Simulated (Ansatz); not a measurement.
Relaxation of C2H4OS (8 atoms, charge 0, multiplicity 1), to a largest force component of 0.03 eV/Å in at most 50 steps.

These are results of RKS PBE/def2-mTZVP (Ansatz 0.2.0), not measurements.

```xyz
8
Properties=species:S:1:pos:R:3:forces:R:3
H -1.591 -0.907 -1.334 0.13 -0.26 -0.10
S 0.779 -1.864 -0.628 -0.21 0.06 -0.07
C -0.054 -0.479 -0.277 -0.01 0.04 0.04
C 0.445 0.634 0.594 0.04 0.03 0.00
O -1.285 -0.179 -0.756 0.07 0.16 0.14
H -0.338 0.973 1.289 0.00 -0.03 -0.04
H 0.712 1.499 -0.037 -0.03 -0.01 0.01
H 1.333 0.322 1.149 0.01 0.00 0.01
```

Where does it end, and by what steps?

It converged. After 4 steps the energy has fallen by 0.013 eV; H1 moved furthest, 0.05 Å.

| step | energy less start (eV) | largest force component (eV/Å) | accepted |
| --- | --- | --- | --- |
| 0 | 0.0000 | 0.262 | yes |
| 1 | -0.0088 | 0.120 | yes |
| 2 | -0.0109 | 0.199 | yes |
| 3 | -0.0121 | 0.073 | yes |
| 4 | -0.0127 | 0.015 | yes |

```xyz
8
Properties=species:S:1:pos:R:3
H -1.543 -0.933 -1.335
S 0.729 -1.872 -0.638
C -0.062 -0.467 -0.272
C 0.450 0.640 0.597
O -1.287 -0.174 -0.763
H -0.331 0.967 1.300
H 0.700 1.510 -0.032
H 1.344 0.328 1.143
```

Run time: 5 s on 2 threads of INTEL(R) XEON(R) PLATINUM 8581C CPU @ 2.30GHz (Emerald Rapids) (shared host), peak memory 0.18 GiB.
